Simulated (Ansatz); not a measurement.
**CCl3F (SMILES FC(Cl)(Cl)Cl): PBE/6-31G(d) (spherical functions)**

What is the vertical singlet–triplet gap of CCl3F at PBE/6-31G* (spherical functions)? 

The results are computed with Ansatz 0.2.0.

51 further runs of the same task are left out: 2 that didn't finish, 49 set aside as unsound or not needed. Runs told in other sessions of the task aren't counted.

## Step 1: The system as given

The species is CCl3F (5 atoms), meant as a singlet with charge 0. SMILES: `FC(Cl)(Cl)Cl`. Geometry: relaxed at PBE0-D4/def2-TZVP.

Bond lengths: F1–C2 1.333 Å, C2–Cl3 1.760 Å, C2–Cl4 1.760 Å, C2–Cl5 1.760 Å. Angles: F1–C2–Cl3 108.5°, F1–C2–Cl4 108.5°, F1–C2–Cl5 108.5°, Cl3–C2–Cl4 110.4°, Cl3–C2–Cl5 110.4°, Cl4–C2–Cl5 110.4°.

## Step 2: A single-point energy at PBE/6-31G(d) (spherical functions)

The input, in.yaml:

```yaml
crystal:
  periodic: [false, false, false]
  atoms:
    - symbol: F
      position_ang: [0.911880, -0.820730, 0.677360]
    - symbol: C
      position_ang: [0.044670, -0.040210, 0.033190]
    - symbol: Cl
      position_ang: [-1.384510, 0.157610, 1.040990]
    - symbol: Cl
      position_ang: [-0.379970, -0.814480, -1.489160]
    - symbol: Cl
      position_ang: [0.807920, 1.517810, -0.262390]
basis:
  gaussian:
    orbitals: 6-31G_st_-spherical.json
hamiltonian:
  xc: {name: PBE}
accuracy: high
output: {orbitals: {seedname: orbitals}}
```

The basis set 6-31G* is read from a file made from the Basis Set Exchange's data (not shown).

Started as:

```
$ ansatz run in.yaml --threads 1 --pin off --max-ram 3480MiB --events-out events.jsonl --progress --plain --runs-dir runs
```

The log of the run:

```text
Warning: RAYON_NUM_THREADS=1 ignored (pool sized by the plan → 1); use --threads N
Functional definition: PBE
  name "PBE"
  parameter kappa = 0.804
  parameter beta = 0.06672455060314922
  exchange = pbe_x(kappa = kappa, mu = beta*pi^2/3)
  correlation = pbe_c(beta = beta)
1786 factors; integrals over basis functions are off by at most 3.3e-9 eV
mean field evaluation 1: about -41299.6190 eV, gradient 2.0e1 eV
mean field evaluation 2: about -41298.3342 eV, gradient 3.6e1 eV
mean field evaluation 4: about -41300.3094 eV, gradient 9.8e-1 eV
mean field evaluation 8: about -41300.2982 eV, gradient 2.8e-2 eV
mean field evaluation 16: about -41300.2982 eV, gradient 6.5e-6 eV
mean field -41300.29819681 eV, -1517.7579643853 hartree, gradient 6.0e-8 eV, S^2 0.000000; 0 other end points of the search recorded, 0 dependent functions left out
reference -41300.29819926 eV, -1517.7579644751 hartree; 33, 33 occupied and 49, 49 virtual orbitals, 1786 factors
Total energy: -41300.29819926 eV, -1517.7579644751 hartree
```

Run time: 6.6 s. Hardware: 1 thread of Arm Neoverse V2, shared host; peak memory 0.2 GiB.

## Step 3: The triplet at the same level

The input, molecule.yaml:

```yaml
crystal:
  periodic: [false, false, false]
  atoms:
    - symbol: F
      position_ang: [0.911880, -0.820730, 0.677360]
    - symbol: C
      position_ang: [0.044670, -0.040210, 0.033190]
    - symbol: Cl
      position_ang: [-1.384510, 0.157610, 1.040990]
    - symbol: Cl
      position_ang: [-0.379970, -0.814480, -1.489160]
    - symbol: Cl
      position_ang: [0.807920, 1.517810, -0.262390]
basis:
  gaussian: {orbitals: 6-31G_st_-spherical.json}
magnetization: {spin_polarized: true, initial_magnetization: 2}
hamiltonian: {xc: pbe}
accuracy: high
output: {orbitals: {seedname: orbitals}}
```

The basis set 6-31G* is read from a file made from the Basis Set Exchange's data (not shown).

Started as:

```
$ ansatz run molecule.yaml --threads 1 --pin off --max-ram 3480MiB --events-out events.jsonl --progress --plain --runs-dir runs
```

The log of the run:

```text
Warning: RAYON_NUM_THREADS=1 ignored (pool sized by the plan → 1); use --threads N
[... 6 set-up lines as earlier in the session ...]
1785 factors; integrals over basis functions are off by at most 3.3e-9 eV
mean field evaluation 1: about -41294.2107 eV, gradient 1.4e1 eV
mean field evaluation 2: about -41287.8354 eV, gradient 4.1e1 eV
mean field evaluation 4: about -41293.2829 eV, gradient 1.4e1 eV
mean field evaluation 8: about -41294.9197 eV, gradient 2.3e-5 eV
mean field evaluation 16: about -41293.6601 eV, gradient 4.6e0 eV
mean field evaluation 32: about -41294.9197 eV, gradient 3.2e-2 eV
mean field evaluation 64: about -41294.7031 eV, gradient 1.6e0 eV
mean field evaluation 96: about -41293.6352 eV, gradient 2.5e0 eV
mean field -41294.91971597 eV, -1517.5603088600 hartree, gradient 4.6e-8 eV, S^2 2.001750; 8 other end points of the search recorded, 0 dependent functions left out
reference -41294.91971856 eV, -1517.5603089552 hartree; 34, 32 occupied and 48, 50 virtual orbitals, 1785 factors
Total energy: -41294.91971856 eV, -1517.5603089552 hartree
```

Wall time 38 s (1 thread of Arm Neoverse V2, shared host); peak memory 0.27 GiB.

## Step 4: What came out

Level: PBE/6-31G* (spherical functions).

| quantity | value |
| --- | --- |
| singlet: total energy | -1517.75796 Eh |
| singlet: HOMO energy | -7.58 eV |
| singlet: LUMO energy | -2.18 eV |
| singlet: HOMO–LUMO gap | 5.39 eV |
| triplet: total energy | -1517.56031 Eh |
| triplet: HOMO energy (highest over α and β) | -2.22 eV |
| triplet: ⟨S²⟩ | 2.002 |
| vertical energy of the triplet above the singlet | 5.378 eV |

**Reading.** At this shape the triplet lies 5.38 eV (124 kcal/mol) above the singlet.
